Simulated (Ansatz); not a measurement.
bcc K, treated with LDA (Ansatz, an electronic-structure program, PAW).

The input as run:

Ansatz 0.2 input:
```yaml
crystal:
  lattice:
    - [-2.4704032856, 2.4704032856, 2.4704032856]
    - [2.4704032856, -2.4704032856, 2.4704032856]
    - [2.4704032856, 2.4704032856, -2.4704032856]
  atoms:
    - { symbol: K, position: [0.0, 0.0, 0.0] }
basis:
  ecutwfc: 520
  ecutrho_ratio: 4
  xc_grid: 2
kpoints:
  mp_grid: { grid: [16, 16, 16] }
hamiltonian:
  xc: lda
  dispersion: none
  pseudopotentials: { kind: paw }
scf:
  occupations: { method: fermi_dirac, width: 0.05 }
  convergence: { dr2_threshold: 0.000000001 }
output:
  forces: false
  stress: true
  eigenvalues: true
```

From the output:

```
WARN output.stress: scf.convergence.dr2_threshold = 1e-9 eV is looser than the 1e-10 eV advised for a printed stress (1e-10 eV for each atom of the cell: 1)
Crystal: 1 atoms, lattice volume = 60.306 Å³
Basis set: ecut = 520 eV, 1601 PW (Γ), exchange–correlation on 64×64×64 points (8 copies of the dense FFT grid, shifted against one another)
Bands: 9, of which v1, the nominal top of the filled ones, is band 5 counted from 1 (4 counted from 0)
Symmetry: 48 space group operations
Space group: Im-3m (ITA 229), of the structure as read, at distance tolerance 3.9e-5 Å
k-points: 145 of 4096
Functional: x = slater, c = lda
SCF iter   1: F=—  HF=-1496.251471 eV  |F-HF|=—  |Δ(HF+E_count)|=         —  Δρ=3.67e-3  dr2=2.91e-3
SCF iter   2: F=—  HF=-1496.250675 eV  |F-HF|=—  |Δ(HF+E_count)|=   7.96e-4  Δρ=2.00e-3  dr2=8.39e-4
  ...
SCF iter   6: F=—  HF=-1496.250539 eV  |F-HF|=—  |Δ(HF+E_count)|=   1.83e-6  Δρ=3.80e-6  dr2=7.91e-9
SCF iter   7: F=-1496.250539 eV  HF=-1496.250539 eV  |F-HF|=9.82e-11  |Δ(HF+E_count)|=   5.37e-9  Δρ=8.33e-7  dr2=4.30e-10
SCF 1 converged in 7 iterations: F = -1496.250539 eV  dr2 = 4.30e-10
SCF converged after 7 iterations
Free energy (F): -1496.250539 eV
Internal energy: -1496.244638 eV  (E = F + TS)
E sigma→0 (E₀):  -1496.247589 eV
Fermi energy:    2.446449 eV
--- Stress (GPa, compression-positive) ---
        0.311642       0.000000       0.000000
       -0.000000       0.311642      -0.000000
        0.000000       0.000000       0.311642
  P = ⅓ Tr σ = 0.3116 GPa (3.116 kbar)
```

The cell is one volume of an energy–volume scan, off the minimum.

The PAW data were made under PBE.

The result took about 4 core-seconds (a rough figure).
